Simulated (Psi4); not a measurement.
# BH (SMILES [BH]): CCSD/cc-pVTZ (sweep point 3)

What is the energy change on altering one bond length of BH at CCSD/cc-pVTZ (sweep point 3)? 

The calculation is run with Psi4 1.11.

## Step 1: The system as given

BH has 2 atoms, charge 0, and is taken as a singlet. SMILES: `[BH]`. The bond length is the measured one.

Bond lengths: B1–H2 1.232 Å.

## Step 2: The energy at CCSD/cc-pVTZ (sweep point 3)

calc.dat

```
memory 1600 mb

molecule molecule1 {
  0 1
  B      0.00000000     0.00000000     0.00000000
  H      0.00000000     0.00000000     2.32889848
  units au
  symmetry c1
}

set {
  basis           cc-pVTZ
  puream          true
  scf_type        pk
  num_frozen_docc 0
}

energy_value, wavefunction = energy("ccsd", return_wfn=True)
```

Command:

```bash
psi4 -n 1 calc.dat calc.out
```

calc.out:

```text
[...]
  Running in c1 symmetry.
[...]
  Nuclear repulsion =    2.146937723107621
[...]
  Multiplicity = 1
[...]
  Nalpha       = 3
  Nbeta        = 3
[...]
    Number of basis functions: 44
[...]
   @RHF iter   1:   -25.12440089667604   -6.62707e-01   1.65927e-03 ADIIS/DIIS
[...]
   @RHF iter   8:   -25.12993284129838   -2.64677e-12   1.97243e-09 DIIS
[...]
    Orbital Energies [Eh]
    ---------------------
    Doubly Occupied:
       1A     -7.684521     2A     -0.648361     3A     -0.347378
    Virtual:
       4A      0.049194     5A      0.049194     6A      0.219363
       7A      0.256102     8A      0.343020     9A      0.343020
      10A      0.355494    11A      0.536409    12A      0.536409
      13A      0.553039    14A      0.553039    15A      0.570376
      16A      0.824255    17A      1.097582    18A      1.097582
      19A      1.393210    20A      1.521237    21A      1.521237
      22A      1.623324    23A      1.915597    24A      1.915597
      25A      1.917127    26A      1.917127    27A      2.029142
[...]
  @RHF Final Energy:   -25.12993284129838
   => Energetics <=
    Nuclear Repulsion Energy =              2.1469377231076212
    One-Electron Energy =                 -37.1932211216322486
    Two-Electron Energy =                   9.9163505572262487
    Total Energy =                        -25.1299328412983805
[...]
 Multipole Moments:
 ------------------------------------------------------------------------------------
     Multipole            Electronic (a.u.)      Nuclear  (a.u.)        Total (a.u.)
 ------------------------------------------------------------------------------------
 L = 1.  Multiply by 2.5417464519 to convert [e a0] to [Debye]
 Dipole X            :          0.0000000            0.0000000            0.0000000
 Dipole Y            :         -0.0000000            0.0000000           -0.0000000
 Dipole Z            :         -0.4856158            1.1570103            0.6713945
 Magnitude           :                                                    0.6713945
[...]
      * MP2 total energy                      =  -25.212526222689469
[...]
      * CCSD total energy                     =  -25.237673436660064
[...]
```

Run time: 3.9 s. Hardware: 1 thread of Intel Xeon Platinum 8488C (Sapphire Rapids), shared host; peak memory 0.25 GiB.

## Step 3: The distorted shape

input.inp

```
memory 1600 MB

molecule {
  0 1
  B      0.00000000     0.00000000    -1.16444924
  H      0.00000000     0.00000000     2.32889848
  units bohr
  symmetry c1
}

set globals {
  basis           cc-pVTZ
  puream          true
  scf_type        pk
  num_frozen_docc 0
}

result = energy("ccsd")
print_variables()
```

Command:

```bash
psi4 -n 1 input.inp input.out
```

input.out:

```text
[...]
  Running in c1 symmetry.
[...]
  Nuclear repulsion =    1.431291815405081
[...]
  Multiplicity = 1
[...]
  Nalpha       = 3
  Nbeta        = 3
[...]
    Number of basis functions: 44
[...]
   @RHF iter   1:   -25.05782427585227   -7.04408e-01   2.10164e-03 ADIIS/DIIS
[...]
   @RHF iter   8:   -25.06702753682395   -2.33413e-12   4.88842e-09 DIIS
[...]
    Orbital Energies [Eh]
    ---------------------
    Doubly Occupied:
       1A     -7.761941     2A     -0.558963     3A     -0.344668
    Virtual:
       4A      0.031519     5A      0.031519     6A      0.118484
       7A      0.303547     8A      0.321759     9A      0.321759
      10A      0.364038    11A      0.458502    12A      0.520616
      13A      0.520616    14A      0.538192    15A      0.538192
      16A      0.723115    17A      0.958959    18A      0.958959
      19A      1.210772    20A      1.474574    21A      1.474574
      22A      1.603137    23A      1.889296    24A      1.889296
      25A      1.903589    26A      1.903589    27A      1.947099
[...]
  @RHF Final Energy:   -25.06702753682395
   => Energetics <=
    Nuclear Repulsion Energy =              1.4312918154050809
    One-Electron Energy =                 -35.6654932066984642
    Two-Electron Energy =                   9.1671738544694321
    Total Energy =                        -25.0670275368239501
[...]
 Multipole Moments:
 ------------------------------------------------------------------------------------
     Multipole            Electronic (a.u.)      Nuclear  (a.u.)        Total (a.u.)
 ------------------------------------------------------------------------------------
 L = 1.  Multiply by 2.5417464519 to convert [e a0] to [Debye]
 Dipole X            :         -0.0000000            0.0000000           -0.0000000
 Dipole Y            :         -0.0000000            0.0000000           -0.0000000
 Dipole Z            :         -1.9726886            1.7355154           -0.2371732
 Magnitude           :                                                    0.2371732
[...]
      * MP2 total energy                      =  -25.151961980999015
[...]
      * CCSD total energy                     =  -25.182854358175558
[...]
```

Run time: 4.2 s. Hardware: 1 thread of Intel Xeon Platinum 8488C (Sapphire Rapids), shared host; peak memory 0.24 GiB.

## Step 4: Outcome

At CCSD/cc-pVTZ (sweep point 3):

```
                                                         quantity         value
                                        first shape: total energy  -25.23767 Eh
                 first shape: HOMO energy (Hartree–Fock orbitals)      -9.45 eV
                 first shape: LUMO energy (Hartree–Fock orbitals)       1.34 eV
               first shape: HOMO–LUMO gap (Hartree–Fock orbitals)      10.79 eV
                                  first shape: correlation energy    -107.7 mEh
                                       first shape: T1 diagnostic         0.011
                                    distorted shape: total energy  -25.18285 Eh
             distorted shape: HOMO energy (Hartree–Fock orbitals)      -9.38 eV
             distorted shape: LUMO energy (Hartree–Fock orbitals)       0.86 eV
           distorted shape: HOMO–LUMO gap (Hartree–Fock orbitals)      10.24 eV
                              distorted shape: correlation energy    -115.8 mEh
                                   distorted shape: T1 diagnostic         0.019
energy change with the B1–H2 bond stretched from 1.232 to 1.849 Å      1.492 eV
```

One bond (distorted shape) is far stretched, which a spin-restricted single reference describes badly; a broken-symmetry solution may lie lower. With the B1–H2 bond stretched from 1.232 to 1.849 Å the energy rises by 1.49 eV (144 kJ/mol). The first shape isn't relaxed at this level, so the change isn't measured from a minimum. A restricted reference can't describe the breaking bond well at this length.
